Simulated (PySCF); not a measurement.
Compound: CH8BN.
InChI=1S/CH8BN/c1-3-2/h3H2,1-2H3

The closed-shell ground state was solved at several levels (PySCF, density fitting, gas phase, non-relativistic). Isolated species at its PBE0-D3(BJ)/def2-SVP geometry, gas phase.

| level | basis functions | HOMO (eV) | LUMO (eV) | gap (eV) | dipole (D) |
| --- | --- | --- | --- | --- | --- |
| CAM-B3LYP/def2-SVPD | 124 | -9.18 | 0.61 | 9.79 | 5.39 |
| CAM-B3LYP/pcSseg-2 | 220 | -9.20 | 0.50 | 9.70 | 5.41 |
| PBE0/pcSseg-1 | 91 | -7.68 | 0.44 | 8.12 | 5.61 |

(1) Estimate the row for B3LYP/pcJ-1, a basis of 161 functions; the other rows only guide the guess.

(2) Over all these levels, which gives the widest orbital gap and which the narrowest?

(3) How far do the dipole and the HOMO energy spread over the levels?

Answers

(1) HOMO -7.52 eV, LUMO 0.10 eV, gap 7.62 eV, dipole 5.59 D.

(2) CAM-B3LYP/def2-SVPD (range-separated hybrid) has the widest, 9.79 eV, and B3LYP/pcJ-1 (global hybrid, 20 % exact exchange) the narrowest, 7.62 eV. Functional and basis both differ between the two, so the spread mixes both effects.

(3) The dipole runs from 5.39 to 5.61 D (mean 5.50 D) and the HOMO from -9.20 to -7.52 eV.
